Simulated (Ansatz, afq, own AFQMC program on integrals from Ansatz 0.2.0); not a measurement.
AFQMC on a folder of integrals that Ansatz 0.2.0 wrote.

```yaml
crystal:
  periodic: [false, false, false]
  atoms:
    - {symbol: Sb, position_ang: [0.000000, 0.000000, 0.000000]}
    - {symbol: H, position_ang: [0.000000, 0.000000, 5.100000]}
basis:
  gaussian: {orbitals: def2-TZVP}
total_charge: 1
magnetization: {spin_polarized: true, initial_magnetization: 3}
correlation: {method: ccsd_t, electrons: outside_noble_gas, hamiltonian_folder: ham}
```

```sh
$ ansatz run in.yaml --threads 1 --pin off --events-out ev --progress --plain --max-ram 24576MiB --backend cuda --devices 0, --max-vram 18GiB
```

afq runs on the folder ham with

```
--method phaseless --trial hf --walkers 4000 --populations 20 --least-time 40 --time-step 0.005 --steps-per-block 20 --equilibration-blocks 160 --max-blocks 4000 --target-error 0.00135 --factor-cut 1e-05 --start spin_pure --seed 9606 --taylor-order 6
```

Times are imaginary, in 1/Eh. The walk had a cap of 57 s. With eight or more populations the least sampling time is a fifth of least-time, and the error comes from their spread. Filled inner d shells are frozen with the cores. Core potentials past Kr, no spin–orbit coupling.

Output of the walk:

```
orbitals 47  electrons 4 1  factors 345 of 515
reference energy -239.46171805 Eh
CCSD correlation -0.05877027 Eh in 9 cycles, weight of the determinant in the CISD state 0.9535
energy of the start -239.461782 Eh
 block  time / (1/Eh)  mean weight  energy / Eh
     1     0.100  1.0002  -239.470309
     2     0.200  1.0002  -239.477289
     3     0.300  1.0003  -239.483207
     4     0.400  1.0004  -239.487908
     5     0.500  1.0003  -239.491639
     9     0.900  1.0002  -239.504125
    25     2.500  0.9999  -239.519074
    49     4.900  1.0000  -239.521947
    73     7.300  1.0000  -239.521926
    97     9.700  0.9998  -239.521061
   121    12.100  0.9999  -239.523296
   145    14.500  1.0001  -239.520659
   169    16.900  1.0002  -239.519404
   193    19.300  1.0000  -239.519911
   217    21.700  0.9999  -239.519954
   229    22.900  1.0000  -239.518279
   235    23.500  1.0001  -239.519106
error from the spread of 20 populations
energy -239.519685 +/- 0.000298 Eh
(rows thinned)
```

The run passed its tests (sampling time, drift between the halves within three errors, error under three times the target), which doesn't prove that it has relaxed. The second half of the sampling lies above the first by 1.9 errors of their difference, so the energy may still be moving and its error bar be too small.

Against this walk (error 8.1 meV) on the same determinant: CCSD(T) 59.5 meV lower, CCSDT(Q) 71.1 meV lower, full CI 71.3 meV lower, a separate phaseless walk with a CISD trial and standard settings 69.0 ± 8.1 meV lower. The error is statistical and leaves out the bias of the constraint. Full CI is exact here, so the walk's 71 meV above it is the walk's own error: the bias of the constraint with this trial, or a walk that hasn't relaxed. It lies above even CCSD, by 22 meV.

Cautions: constraint bias not in the error; no spin-orbit coupling; inner d shell frozen; lower spins were not checked.

The walk took 15 s on 1 × NVIDIA H100 80GB HBM3 with 2 threads of AMD EPYC 7R13 Processor (Zen 3) (shared host) (the card was shared). The log's last line is the phaseless energy.

CCSDT and higher add their correlation energy to the determinant of the CCSD(T) run, since their own runs factorise the integrals more tightly (a shift of under 2 meV). A walk keeps the symmetry of its determinant, which the program's search chose and which needn't be the lowest solution, so a lower state of the same spin and another symmetry isn't excluded.
